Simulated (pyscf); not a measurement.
Optimised with ωB97X-D3(BJ)/def2-SVP in PySCF.

Question: O=MoH(=O)–Cl + H₂O → O=Mo(=O)(OH)–Cl + H₂
Surface: singlet. Broken: H–Mo, H–O. Formed: Mo–O, H–H. Give ΔE‡ and ΔE from M06-2X/def2-TZVP, relative to the separated reactants.

Answer: ΔE‡ = 64.2 kJ/mol, ΔE = -88.1 kJ/mol. ωB97M-D3(BJ)/def2-TZVP gives 62.4 kJ/mol and -82.3 kJ/mol. Zero-point energy shifts the barrier by -1.7 kJ/mol. It is a four-centre exchange, with an imaginary mode of 1286i cm⁻¹. On the reactant side the descent ends in an adduct with a Mo–O contact, 41.9 kJ/mol under the separated species and 93.5 kJ/mol under the saddle at ωB97X-D3(BJ)/def2-TZVP. What is counted as formed (Mo–O) is already present as a longer contact in the reactant adduct; forming that adduct is a step of its own. At the saddle there is also a short H–Mo contact that neither side keeps. At ωB97X-D3(BJ)/def2-TZVP the barrier from the zero used here is 51.6 kJ/mol. This is the saddle that the search found; another between the same sides may lie lower. Elements past Kr carry the def2 core potentials, without spin-orbit coupling.
